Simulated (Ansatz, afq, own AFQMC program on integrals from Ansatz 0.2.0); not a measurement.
## B₂H, quartet: AFQMC among the cluster methods

```xyz
3

B     0.0000    0.0000    0.0186
B     0.0000    0.0000   -1.2154
H     0.0000    0.0000    1.1968
```

Connectivity, by distances: BH–B.

Basis 6-31G. Only valence electrons are correlated. Ansatz 0.2.0 and our own AFQMC program on the same integrals; the CISD trial comes from CCSD amplitudes, and released means the phaseless constraint is let go. ± is one standard error of the sampling.

Determinant: UHF, the one that the program's search chose, which needn't be the lowest solution. The geometry is a point of a scan.

Full CI on the same integrals is exact in this basis and with this determinant's frozen core.

Cautions: lower spins were not checked.

```
T1 diagnostic                               : 0.0132
weight of the determinant in the CISD state : 0.949
⟨S²⟩ of the determinant                     : 3.756
size of the correlated space                : 7 electrons in 18 orbitals
```

Reference: full CI, correlation energy -2.067 eV. The released energy is read at 2.40 1/Eh (meV from the phaseless value at times in 1/Eh: -1.0 ± 0.8 at 0.24, -2.1 ± 0.7 at 0.51, -2.9 ± 0.7 at 0.99, -3.8 ± 0.5 at 1.62, -3.9 ± 0.6 at 2.40).

```json
{"level": "HF", "E − E(reference) (meV)": "2067.1", "share of correlation (%)": "0.00"}
{"level": "MP2", "E − E(reference) (meV)": "543.5", "share of correlation (%)": "73.71"}
{"level": "CCSD", "E − E(reference) (meV)": "51.8", "share of correlation (%)": "97.49"}
{"level": "CCSD(T)", "E − E(reference) (meV)": "14.7", "share of correlation (%)": "99.29"}
{"level": "CCSDT", "E − E(reference) (meV)": "2.3", "share of correlation (%)": "99.89"}
{"level": "CCSDT(Q)", "E − E(reference) (meV)": "0.5", "share of correlation (%)": "99.98"}
{"level": "CCSDTQ", "E − E(reference) (meV)": "0.1", "share of correlation (%)": "100.00"}
{"level": "ph-AFQMC/CISD", "E − E(reference) (meV)": "3.6 ± 0.9", "share of correlation (%)": "99.82"}
{"level": "released AFQMC", "E − E(reference) (meV)": "-0.3 ± 0.6", "share of correlation (%)": "100.02"}
```

CCSDT and higher add their correlation energy to the determinant of the CCSD(T) run, since their own runs factorise the integrals more tightly (a shift of under 2 meV). A walk keeps the symmetry of its determinant, which the program's search chose and which needn't be the lowest solution, so a lower state of the same spin and another symmetry isn't excluded. Released energies are given only where the last usable release times agree within the noise; a slower fall can still hide under it.
